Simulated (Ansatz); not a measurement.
Barrier height from CH3 (SMILES [CH3]) + H2 to the transition structure CH5, without zero-point energy, on the benchmark's geometries as Psi4's copy of the set gives them.
Transition structure (charge 0, multiplicity 2, Z-matrix in Å and degrees):
```
C
H 1 1.0831
H 1 1.0831 2 114.76
H 1 1.0831 2 114.76 3 136.09
H 1 1.3826 2 103.46 3 -111.96
H 5 0.9041 2 147.17 1 180.00
```
Reactant (charge 0, multiplicity 1):
```xyz
2

H      0.0000     0.0000     0.0000
H      0.7419     0.0000     0.0000
```

Open shells are unrestricted; no spin–orbit coupling.

Frozen-core correlation. CBS: X⁻³ extrapolation of the correlation energy, Hartree–Fock from the larger set.

The values were computed with Ansatz (Gaussian basis) for Hartree–Fock, density functionals and correlated methods. Each number belongs to the level named beside it.

Task: Estimate the barrier height that B3LYP/def2-TZVPPD returns for this input.

Result: 36 kJ/mol

Task: Predict the barrier height from BLYP/def2-TZVPPD.

Result: 30 kJ/mol

Task: Estimate the barrier height that CCSD(T)/CBS(aug-cc-pVDZ, aug-cc-pVTZ) returns for this input.

Result: 49 kJ/mol

Ansatz is a program for electronic structure.
